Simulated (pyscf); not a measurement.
## Four-centre exchange: H₃C–Hf(Cl)(Cl)–Cl + HCl → CH₄ + Cl–Hf(Cl)(Cl)–Cl

Gas phase, singlet surface, charge 0. Bonds broken: C1–Hf2, Cl9–H10. Bonds formed: C1–H10, Hf2–Cl9. Optimised with ωB97X-D3(BJ)/def2-SVP in PySCF.

Transition state (Å):

```xyz
10

C     -0.6769    -0.5675     1.5196
Hf     0.0043    -0.4427    -0.6477
Cl     1.3670    -2.3193    -0.3820
Cl    -1.4883    -1.2118    -2.2782
Cl     1.6034     1.1867    -1.1600
H     -1.3622    -0.0066     2.1805
H     -1.0390    -1.6127     1.5432
H      0.3043    -0.5485     2.0307
Cl    -1.7268     1.6306    -0.2961
H     -1.4281     0.7637     0.7334
```

One imaginary mode, 339i cm⁻¹; descent along it reached the two sides named, in the forms told below.

```
bond     change  reactant side (Å)  saddle  product side
-------  ------  -----------------  ------  ------------
C1–Hf2   breaks              2.199   2.275           4.6
Cl9–H10  breaks              1.287   1.379           3.0
C1–H10    forms                3.0   1.719         1.101
Hf2–Cl9   forms                3.0     2.7         2.324
```

Electronic energies relative to the separated reactants (eV):

```
level                   barrier  reaction energy  reverse barrier
----------------------  -------  ---------------  ---------------
ωB97X-D3(BJ)/def2-TZVP     0.00            -2.16             2.16
PBE/def2-TZVP              0.09            -2.07             2.16
r²SCAN/def2-TZVP           0.04            -2.13             2.17
B3LYP-D3(BJ)/def2-TZVP     0.15            -2.11             2.26
PBE0-D3(BJ)/def2-TZVP      0.04            -2.08             2.12
M06-2X/def2-TZVP           0.16            -2.04             2.21
ωB97M-D3(BJ)/def2-TZVP     0.19            -2.06             2.25
HF/def2-TZVP               0.84            -2.20             3.05
```

With ωB97M-D3(BJ)/def2-TZVP energies and thermal terms (ideal gas, 1 atm, RRHO with modes under 100 cm⁻¹ raised to 100, one conformer, R ln 2 for chiral ones without a mode under 150 cm⁻¹), in eV:

| T (K) | ΔH‡ | ΔG‡ | ΔH | ΔG |
|---|---|---|---|---|
| 298 | 0.18 | 0.64 | -1.95 | -1.89 |
| 600 | 0.18 | 1.10 | -1.99 | -1.81 |
| 900 | 0.19 | 1.56 | -2.02 | -1.71 |
| 1200 | 0.21 | 2.01 | -2.05 | -1.60 |

On the reactant side the descent ends in an adduct with a Cl–Hf contact, 0.16 eV under the separated species and 0.15 eV under the saddle at ωB97X-D3(BJ)/def2-TZVP. What is counted as formed (Cl–Hf) is already present as a longer contact in the reactant adduct; forming that adduct is a step of its own. One saddle was located; it need not be the lowest between these sides. Elements past Kr carry the def2 core potentials, without spin-orbit coupling.
